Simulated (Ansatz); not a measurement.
Basis-set extrapolation for C$_{2}$F$_{3}$N (`[C-]#[N+]C(F)(F)F`) (PBE0-D4/def2-TZVP geometry, frozen core, the Gaussian-basis code of Ansatz). Multiplicity 1, RHF reference.

```csv
,def2-TZVPP,def2-QZVPP
HF,-428.651569,-428.669405
MP2 correlation,-1.209891,-1.314464
CCSD(T) correlation,-1.263158,not run
```

Energies in hartree. Use E(X) = E(∞) + A·exp(−7.88·√X) for Hartree–Fock and E(X) = E(∞) + B·X^(−2.97) for correlation, with X = 3 and 4, and add CCSD(T) minus MP2 of the smaller set to the MP2 limit.

Task: What is the CCSD(T) energy at the basis-set limit?

Result: HF limit: -428.669405 + (-0.017836) × 0.13774 = -428.67186. MP2 limit: -1.314464 + (-0.104573) × 0.74074 = -1.39193. Higher-order term: -1.263158 − (-1.209891) = -0.05327. Total: -430.11706 hartree, 5.51 eV below CCSD(T)/def2-TZVPP.
